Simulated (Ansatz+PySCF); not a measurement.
The numbers below are computed, except where a source is named.
Input for Ansatz (development build ahead of 0.2.0):

```yaml
crystal:
  periodic: [false, false, false]
  atoms:
    - { symbol: O, position_ang: [0.0, 0.0, -0.11966] }
    - { symbol: H, position_ang: [0.0, 0.75417, 0.47865] }
    - { symbol: H, position_ang: [0.0, -0.75417, 0.47865] }
    - { symbol: O, position_ang: [30.05119, 0.06035, 0.08975] }
    - { symbol: H, position_ang: [30.13762, -0.87301, -0.12959] }
    - { symbol: H, position_ang: [29.45286, 0.39018, -0.58845] }
basis:
  gaussian: { orbitals: cc-pVDZ }
total_charge: 1
magnetization:
  initial_magnetization: 1
hamiltonian:
  xc: pbe
scf:
  omitted_lower_state_checks: [starts, atomic_configurations, cluster_reference, orbital_swaps, given_window_search, neighbouring_geometries, increment]
```

The input is written out in the form of the current development build from the run's settings.

Results

* Converged: yes
* Total energy: -152.32325 hartree
* Stability test: minimum among restricted orbitals

Caution: charge can spread falsely over distant fragments.
